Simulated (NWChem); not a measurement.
All runs are NWChem calculations. System: propene (C$_{3}$H$_{6}$), charge 0, spin multiplicity 1, at a geometry optimised with PBE0/def2-SVP. Level: B2PLYP/def2-TZVP, 3 core orbitals frozen.

Input file:

```
start mol
memory heap 200 mb stack 900 mb global 1100 mb
geometry units angstroms nocenter noautoz
  C      0.251373     1.216148     0.000000
  C     -0.459434    -0.096628     0.000000
  C      0.125646    -1.295327     0.000000
  H     -0.024077     1.817183    -0.882952
  H     -0.024077     1.817183     0.882952
  H      1.344067     1.088526     0.000000
  H     -1.556478    -0.050605     0.000000
  H      1.215992    -1.399611     0.000000
  H     -0.460938    -2.217837     0.000000
  symmetry group Cs
end
basis spherical
  * library def2-tzvp
end
dft
  xc hfexch 0.53 becke88 0.47 lyp 0.73 mp2 0.27
  dftmp2
  semidirect memsize 60000000 filesize 0
  iterations 100
end
mp2
  freeze core 3
end
task dft energy
```

NWChem printed:

```
             Northwest Computational Chemistry Package (NWChem) 7.3.0
             --------------------------------------------------------

                                NWChem Input Module
                                -------------------

 Scaling coordinates for geometry "geometry" by  1.889725989
 (inverse scale =  0.529177249)

 Turning off AUTOSYM since
 SYMMETRY directive was detected!

                             Geometry "geometry" -> ""
                             -------------------------

 Output coordinates in angstroms (scale by  1.889725989 to convert to a.u.)

  No.       Tag          Charge          X              Y              Z
 ---- ---------------- ---------- -------------- -------------- --------------
    1 C                    6.0000     0.25137300     1.21614800     0.00000000
    2 C                    6.0000    -0.45943400    -0.09662800     0.00000000
    3 C                    6.0000     0.12564600    -1.29532700     0.00000000
    4 H                    1.0000    -0.02407700     1.81718300    -0.88295200
    5 H                    1.0000    -0.02407700     1.81718300     0.88295200
    6 H                    1.0000     1.34406700     1.08852600     0.00000000
    7 H                    1.0000    -1.55647800    -0.05060500     0.00000000
    8 H                    1.0000     1.21599200    -1.39961100     0.00000000
    9 H                    1.0000    -0.46093800    -2.21783700     0.00000000

 Effective nuclear repulsion energy (a.u.)      70.5701132332

            Nuclear Dipole moment (a.u.)
            ----------------------------
        X                 Y               Z
 ---------------- ---------------- ----------------
    -0.0000018897    -0.0000056692     0.0000000000

      Symmetry information
      --------------------

 Group name             Cs
 Group number              2
 Group order               2
 No. of unique centers     8

      Symmetry unique atoms

     1    2    3    4    6    7    8    9


 Summary of "ao basis" -> "" (spherical)
 ------------------------------------------------------------------------------
       Tag                 Description            Shells   Functions and Types
 ---------------- ------------------------------  ------  ---------------------
 *                         def2-tzvp                  on all atoms

  dft_input: which_mp2 not specified, using semidirect MP2 by default.

                                 NWChem DFT Module
                                 -----------------

 Summary of "ao basis" -> "ao basis" (spherical)
 ------------------------------------------------------------------------------
       Tag                 Description            Shells   Functions and Types
 ---------------- ------------------------------  ------  ---------------------
 C                         def2-tzvp                11       31   5s3p2d1f
 H                         def2-tzvp                 4        6   3s1p

 Summary of "ao basis" -> "ao basis" (spherical)
 ------------------------------------------------------------------------------
       Tag                 Description            Shells   Functions and Types
 ---------------- ------------------------------  ------  ---------------------
 C                         def2-tzvp                11       31   5s3p2d1f
 H                         def2-tzvp                 4        6   3s1p

      Symmetry analysis of basis
      --------------------------

        a'         89
        a"         40

            General Information
[...]
              MO Center= -1.2D-01, -5.5D-01,  1.6D-15, r^2= 2.0D+00
   Bfn.  Coefficient  Atom+Function         Bfn.  Coefficient  Atom+Function
  ----- ------------  ---------------      ----- ------------  ---------------
    70      0.286035  3 C  pz                39      0.262197  2 C  pz
    73      0.257654  3 C  pz                42      0.235927  2 C  pz
    76      0.183515  3 C  pz                45      0.160157  2 C  pz
    95      0.092425  4 H  s                101     -0.092425  5 H  s
     8     -0.089282  1 C  pz                96      0.078836  4 H  s

 Vector   13  Occ=0.000000D+00  E= 6.825821D-02  Symmetry=a"
              MO Center= -1.2D-01, -6.3D-01, -8.7D-16, r^2= 3.2D+00
   Bfn.  Coefficient  Atom+Function         Bfn.  Coefficient  Atom+Function
  ----- ------------  ---------------      ----- ------------  ---------------
    45      0.823855  2 C  pz                76     -0.797615  3 C  pz
    39      0.290326  2 C  pz                70     -0.255754  3 C  pz
    42      0.246329  2 C  pz                96      0.226982  4 H  s
   102     -0.226982  5 H  s                 73     -0.193191  3 C  pz
    14     -0.140032  1 C  pz                21     -0.047624  1 C  d -1

 Vector   14  Occ=0.000000D+00  E= 8.992242D-02  Symmetry=a'
              MO Center=  8.1D-03,  1.3D+00,  2.8D-15, r^2= 7.0D+00
   Bfn.  Coefficient  Atom+Function         Bfn.  Coefficient  Atom+Function
  ----- ------------  ---------------      ----- ------------  ---------------
     5      6.804506  1 C  s                 96     -2.015333  4 H  s
   102     -2.015333  5 H  s                108     -1.738749  6 H  s
    43     -1.407971  2 C  px                36     -1.360508  2 C  s
   114     -1.284580  7 H  s                 44     -1.140670  2 C  py
   120     -0.671634  8 H  s                 74      0.657727  3 C  px

 Vector   15  Occ=0.000000D+00  E= 1.197473D-01  Symmetry=a'
              MO Center= -3.9D-01, -2.9D-01, -8.8D-16, r^2= 7.8D+00
   Bfn.  Coefficient  Atom+Function         Bfn.  Coefficient  Atom+Function
  ----- ------------  ---------------      ----- ------------  ---------------
    36     -2.670681  2 C  s                  5      2.530174  1 C  s
   114      2.312224  7 H  s                108     -1.455076  6 H  s
   120     -1.334004  8 H  s                126      1.183809  9 H  s
    74      0.809096  3 C  px                44     -0.725911  2 C  py
    75      0.508302  3 C  py                43      0.499670  2 C  px

 center of mass
 --------------
 x =  -0.02205012 y =  -0.04703718 z =   0.00000000

 moments of inertia (a.u.)
 ------------------
         193.995627914322         -10.772872035104           0.000000000000
         -10.772872035104          39.331980633679           0.000000000000
           0.000000000000           0.000000000000         222.104401386166

     Multipole analysis of the density
     ---------------------------------

     L   x y z        total         alpha         beta         nuclear
     -   - - -        -----         -----         ----         -------
     0   0 0 0     -0.000000    -12.000000    -12.000000     24.000000

     1   1 0 0     -0.019713     -0.009856     -0.009856     -0.000002
     1   0 1 0      0.157891      0.078948      0.078948     -0.000006
     1   0 0 1     -0.000000     -0.000000     -0.000000      0.000000

     2   2 0 0    -14.210576    -20.785552    -20.785552     27.360527
     2   1 1 0     -0.145559     -3.463098     -3.463098      6.780638
     2   1 0 1     -0.000000     -0.000000     -0.000000      0.000000
     2   0 2 0    -14.446667    -67.336522    -67.336522    120.226378
     2   0 1 1      0.000000      0.000000      0.000000      0.000000
     2   0 0 2    -16.499479    -11.033756    -11.033756      5.568034

                   NWChem MP2 Semi-direct Energy/Gradient Module
                   ---------------------------------------------

  Basis functions       =    129
  Molecular orbitals    =    129
  Frozen core           =      3
  Frozen virtuals       =      0
  Active alpha occupied =      9
  Active beta occupied  =      9
  Active alpha virtual  =    117
  Active beta virtual   =    117
  Use MO symmetry       = T
  Use skeleton AO sym   = T

  AO/Fock/Back tols     =   1.0D-09  1.0D-09  1.0D-09

 GA uses MA = F    GA memory limited = T

 Available:
  local mem=  4.43D+07
 global mem=  1.44D+08
 local disk=  0.00D+00
  mp2_memr nvloc                   117
  nvloc new                   117
   1 passes of   9:        5242880                      86576                  29869483.
   1 passes of   9: M     44310101           G      144145918           F      39067221.

 Semi-direct pass number   1 of   1  for RHF alpha+beta  at        8.1s
  vrange nnbf                  8335
  mp2_eaftype                   113  avail_ma_in_mb                   386
 EAF : mp2_eaftype filesize         113   14934741.
  mp2_eaf for mointskh                    113
Node 0 wrote     70.2 Mb in      0.0 s     Agg I/O rate:  2598.3 Mb/s
 Done moints_semi at       14.4s
  mp2_eaftype                   113  avail_ma_in_mb                   386
 EAF : mp2_eaftype filesize         113   14934741.
  mp2_eaf for kh                   113
 Done maket at       14.7s
 Done multipass loop at       14.7s

          -------------------------------------------
          DFT energy                    -117.665485853476
          Unscaled MP2 energy             -0.600186445281
          Total DFT+MP2 energy          -117.827536193702
          -------------------------------------------

 -----------------------
 Performance information
 -----------------------

 Timer overhead =  1.81D-07 seconds/call

               Nr. of calls         CPU time (s)                 Wall time (s)                GFlops
             ---------------    -------------------     ------------------------------   -------------------
Name         Min   Avg   Max    Min     Avg     Max     Min     Avg     Max   Mx/calls   Min     Max     Sum
mp2: moin     1     1     1    6.3     6.3     6.3      6.3     6.3     6.3     6.3      0.0     0.0     0.0
mp2: make     1     1     1   0.25    0.25    0.25     0.25    0.25    0.25    0.25      0.0     0.0     0.0
mp2: tota     1     1     1    6.6     6.6     6.6      6.6     6.6     6.6     6.6      0.0     0.0     0.0

 The average no. of pstat calls per process was 3.00D+00
 with a timing overhead of 5.42D-07s

 Task  times  cpu:       14.6s     wall:       14.6s

 Total times  cpu:       14.7s     wall:       14.7s
```
